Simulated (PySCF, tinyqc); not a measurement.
CIS on RHF in the sto-3g basis, for CH+, spin multiplicity 1, step by step. The lowest restricted solution is unstable here: a spin-polarised one lies 0.0142 hartree lower (PySCF). One step of it, computed by the program tinyqc.

Question. CIS matrix, singlets. A(ia,jb) = (e_a - e_i) d_ij d_ab + 2 (ia|jb) - (ij|ab).

orbital energies (hartree): MO1 -11.728677, MO2 -1.307037, MO3 -0.881181, MO4 -0.306035, MO5 -0.306035, MO6 0.298516

Two-electron integrals over orbitals (pq|rs), unique and non-zero (hartree):
```
(11|11) 3.512034    (21|11) -0.291378   (21|21) 0.040209    (22|11) 0.755282
(22|21) -0.003466   (22|22) 0.642937    (31|11) 0.198308    (31|21) -0.021338
(31|22) 0.021386    (31|31) 0.028954    (32|11) -0.074651   (32|21) 0.009419
(32|22) 0.063624    (32|31) 0.008760    (32|32) 0.075462    (33|11) 0.797220
(33|21) -0.015955   (33|22) 0.505528    (33|31) -0.008696   (33|32) -0.058424
(33|33) 0.658957    (41|41) 0.021519    (42|41) 0.023312    (42|42) 0.092184
(43|41) -0.015961   (43|42) -0.046389   (43|43) 0.060763    (44|11) 0.852054
(44|21) -0.009136   (44|22) 0.565020    (44|31) 0.005771    (44|32) -0.039460
(44|33) 0.580585    (44|44) 0.672833    (51|51) 0.021519    (52|51) 0.023312
(52|52) 0.092184    (53|51) -0.015961   (53|52) -0.046389   (53|53) 0.060763
(54|54) 0.036269    (55|11) 0.852054    (55|21) -0.009136   (55|22) 0.565020
(55|31) 0.005771    (55|32) -0.039460   (55|33) 0.580585    (55|44) 0.600295
(55|55) 0.672833    (61|11) 0.155530    (61|21) -0.026327   (61|22) -0.010626
(61|31) 0.001228    (61|32) -0.014379   (61|33) 0.021284    (61|44) 0.003705
(61|55) 0.003705    (61|61) 0.026577    (62|11) -0.223611   (62|21) 0.003613
(62|22) -0.054657   (62|31) -0.012360   (62|32) 0.033466    (62|33) -0.046808
(62|44) -0.107816   (62|55) -0.107816   (62|61) 0.005292    (62|62) 0.111176
(63|11) -0.130386   (63|21) 0.004851    (63|22) 0.016103    (63|31) 0.005673
(63|32) 0.057756    (63|33) -0.091598   (63|44) -0.057861   (63|55) -0.057861
(63|61) -0.008474   (63|62) 0.058858    (63|63) 0.081274    (64|41) -0.011700
(64|42) -0.042997   (64|43) 0.009230    (64|64) 0.030274    (65|51) -0.011700
(65|52) -0.042997   (65|53) 0.009230    (65|65) 0.030274    (66|11) 0.711242
(66|21) -0.003489   (66|22) 0.619076    (66|31) 0.018125    (66|32) 0.084437
(66|33) 0.499212    (66|44) 0.511970    (66|55) 0.511970    (66|61) -0.008777
(66|62) 0.016788    (66|63) 0.052061    (66|66) 0.682281
```

Give: CIS matrix A, singlet.

Answer.

CIS matrix A, singlet (hartree), lower triangle:
```
         1>4      1>5      1>6      2>4      2>5     2>6     3>4     3>5
1>4  10.6136
1>5   0.0000  10.6136
1>6   0.0000   0.0000  11.3691
2>4   0.0558   0.0000   0.0000   0.6203
2>5   0.0000   0.0558   0.0000   0.0000   0.6203
2>6   0.0000   0.0000   0.0141   0.0000   0.0000  1.2088
3>4  -0.0377   0.0000   0.0000  -0.0533   0.0000  0.0000  0.1161
3>5   0.0000  -0.0377   0.0000   0.0000  -0.0533  0.0000  0.0000  0.1161
3>6   0.0000   0.0000  -0.0351   0.0000   0.0000  0.0333  0.0000  0.0000

        3>6
3>6  0.8430
```
